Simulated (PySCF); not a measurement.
# MgAl⁺: one state, many levels of theory

State: ¹Σ⁺ (singlet), closed shell. Set-up: PySCF, spin-free X2C with a Gaussian nucleus, basis sets Mg x2c-SVPall, Al x2c-SVPall. De refers to Mg + Al⁺ in their ground configurations, without counterpoise correction. A positive dipole points towards Al; it is taken about the centre of mass and depends on that origin.

| Level | Re (Å) | ωe (cm⁻¹) | De (eV) | μ (D) |
| --- | --- | --- | --- | --- |
| RHF-MP2 | 3.220 | 166 | 0.74 | n/a |
| RHF-SCS-MP2 | 3.241 | 161 | 0.70 | n/a |
| RHF-CCSD | 3.199 | 167 | 0.70 | n/a |
| RHF-CCSD(T) | 3.182 | 171 | 0.74 | n/a |
| LDA | 3.099 | 188 | 1.21 | -0.65 |
| PBE | 3.152 | 180 | 1.12 | -0.71 |
| PW91 | 3.147 | 180 | 1.13 | -0.72 |
| r²SCAN | 3.157 | 182 | 1.10 | -1.00 |
| M06-L | 3.124 | 169 | 0.99 | -0.37 |
| PBE0 | 3.150 | 183 | 1.04 | -0.82 |
| ωB97X | 3.156 | 181 | 0.86 | -0.65 |

Task: Which functional lies closest to RHF-CCSD(T) in De, which farthest, and by how much do they differ from it?

Result: Closest is ωB97X (-2.6 pm in Re, +5.8 % in ωe, +0.12 eV in De against RHF-CCSD(T) in the same basis), farthest LDA (-8.3 pm in Re, +9.9 % in ωe, +0.47 eV in De). CCSD(T) converges more slowly with the basis than the functionals do and binds too weakly in this one, so the order can change at the basis-set limit.

Task: What does a quarter of exact exchange do here, going from PBE to PBE0?

Result: PBE0 less PBE: -0.2 pm in Re, +1.7 % in ωe, -0.08 eV in De. Exact exchange removes part of the self-interaction that spreads semilocal densities, and in most molecules shortens and stiffens the bond and lowers De; so it does here.

Task: What does the triples do here, going from RHF-CCSD to RHF-CCSD(T)?

Result: RHF-CCSD(T) less RHF-CCSD: -1.7 pm in Re, +2.4 % in ωe, +0.04 eV in De. Correlation nearly always deepens the well. The bond shortens, as in weak, metallic or heavy-atom bonds, where dispersion and the correlation of outer-core electrons pull the atoms together.

Correlated steps freeze 6 core orbitals. Closed-shell solutions of metal pairs were not tested for spin polarisation, which can lower them a little. Correlated levels converge slowly with the basis: in double zeta they bind strong bonds too weakly, by up to about 1 eV, and carry superposition errors of some tenths. For an ion De counts to the pair picked by the measured ionisation energies or electron affinities, which need not be the lowest pair at this level.
